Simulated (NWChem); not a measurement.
The numbers come from NWChem runs, not from measurements. System: N, charge 0, spin multiplicity 4. Its SCF solution wasn't tested for a lower state. Level: UB2PLYP/def2-TZVP, 1 core orbitals frozen.

Input file:

```
start mol
memory heap 200 mb stack 900 mb global 1100 mb
geometry units angstroms nocenter noautoz
  N      0.000000     0.000000     0.000000
  symmetry group D2h
end
basis spherical
  * library def2-tzvp
end
dft
  xc hfexch 0.53 becke88 0.47 lyp 0.73 mp2 0.27
  dftmp2
  odft
  mult 4
  semidirect memsize 60000000 filesize 0
  iterations 100
end
mp2
  freeze core 1
end
task dft energy
```

NWChem printed:

```
             Northwest Computational Chemistry Package (NWChem) 7.3.0
             --------------------------------------------------------

                                NWChem Input Module
                                -------------------

 Scaling coordinates for geometry "geometry" by  1.889725989
 (inverse scale =  0.529177249)

                             Geometry "geometry" -> ""
                             -------------------------

 Output coordinates in angstroms (scale by  1.889725989 to convert to a.u.)

  No.       Tag          Charge          X              Y              Z
 ---- ---------------- ---------- -------------- -------------- --------------
    1 N                    7.0000     0.00000000     0.00000000     0.00000000

 Effective nuclear repulsion energy (a.u.)       0.0000000000

            Nuclear Dipole moment (a.u.)
            ----------------------------
        X                 Y               Z
 ---------------- ---------------- ----------------
     0.0000000000     0.0000000000     0.0000000000

      Symmetry information
      --------------------

 Group name             D2h
 Group number             26
 Group order               8
 No. of unique centers     1

      Symmetry unique atoms

     1


 Summary of "ao basis" -> "" (spherical)
 ------------------------------------------------------------------------------
       Tag                 Description            Shells   Functions and Types
 ---------------- ------------------------------  ------  ---------------------
 *                         def2-tzvp                  on all atoms

  dft_input: which_mp2 not specified, using semidirect MP2 by default.

                                 NWChem DFT Module
                                 -----------------

 Summary of "ao basis" -> "ao basis" (spherical)
 ------------------------------------------------------------------------------
       Tag                 Description            Shells   Functions and Types
 ---------------- ------------------------------  ------  ---------------------
 N                         def2-tzvp                11       31   5s3p2d1f
[...]
    beta     31
 overlap   1.000

     --------------------------
     Expectation value of S2:
     --------------------------
      <S2> =      3.7548 (Exact =     3.7500)

                   NWChem MP2 Semi-direct Energy/Gradient Module
                   ---------------------------------------------

  Basis functions       =     31
  Molecular orbitals    =     31
  Frozen core           =      1
  Frozen virtuals       =      0
  Active alpha occupied =      4
  Active beta occupied  =      1
  Active alpha virtual  =     26
  Active beta virtual   =     29
  Use MO symmetry       = T
  Use skeleton AO sym   = T

  AO/Fock/Back tols     =   1.0D-09  1.0D-09  1.0D-09

 GA uses MA = F    GA memory limited = T

 Available:
  local mem=  4.43D+07
 global mem=  1.44D+08
 local disk=  0.00D+00
  mp2_memr nvloc                    26
  nvloc new                    26
   1 passes of   4:        3145728                       7158                    177079.
   1 passes of   4: M     44324801           G      144177278           F      41179073.

 Semi-direct pass number   1 of   1  for UHF alpha       at        0.7s
  vrange nnbf                   496
  mp2_eaftype                    10  avail_ma_in_mb                   386
 EAF : mp2_eaftype filesize          10      88539.
  mp2_eaf for mointskh                     10
Node 0 wrote      0.4 Mb in      0.0 s     Agg I/O rate:   706.6 Mb/s
 Done moints_semi at        0.9s
  mp2_eaftype                    10  avail_ma_in_mb                   386
 EAF : mp2_eaftype filesize          10      88539.
  mp2_eaf for kh                    10
 Done maket at        0.9s
 Done multipass loop at        0.9s

 GA uses MA = F    GA memory limited = T

 Available:
  local mem=  4.43D+07
 global mem=  1.44D+08
 local disk=  0.00D+00
  mp2_memr nvloc                    29
  nvloc new                    29
   1 passes of   1:        3145728                       3409                     50599.
   1 passes of   1: M     44324801           G      144177278           F      41179073.

 Semi-direct pass number   1 of   1  for UHF beta        at        0.9s
  vrange nnbf                   496
  mp2_eaftype                    10  avail_ma_in_mb                   386
 EAF : mp2_eaftype filesize          10      25299.
  mp2_eaf for mointskh                     10
Node 0 wrote      0.1 Mb in      0.0 s     Agg I/O rate:   648.3 Mb/s
 Done moints_semi at        1.1s
  mp2_eaftype                    10  avail_ma_in_mb                   386
 EAF : mp2_eaftype filesize          10      25299.
  mp2_eaf for kh                    10
 Done maket at        1.1s
 Done multipass loop at        1.1s

          -------------------------------------------
          DFT energy                     -54.539079623133
          Unscaled MP2 energy             -0.111914679474
          Total DFT+MP2 energy           -54.569296586591
          -------------------------------------------

 -----------------------
 Performance information
 -----------------------

 Timer overhead =  1.53D-07 seconds/call

               Nr. of calls         CPU time (s)                 Wall time (s)                GFlops
             ---------------    -------------------     ------------------------------   -------------------
Name         Min   Avg   Max    Min     Avg     Max     Min     Avg     Max   Mx/calls   Min     Max     Sum
mp2: moin     2     2     2   0.38    0.38    0.38     0.38    0.38    0.38    0.19      0.0     0.0     0.0
mp2: make     2     2     2   9.65E-3 9.65E-3 9.65E-3  9.65E-3 9.65E-3 9.65E-3 4.82E-3   0.0     0.0     0.0
mp2: tota     1     1     1   0.51    0.51    0.51     0.51    0.51    0.51    0.51      0.0     0.0     0.0

 The average no. of pstat calls per process was 5.00D+00
 with a timing overhead of 7.64D-07s

 Task  times  cpu:        1.1s     wall:        1.1s

 Total times  cpu:        1.1s     wall:        1.1s
```
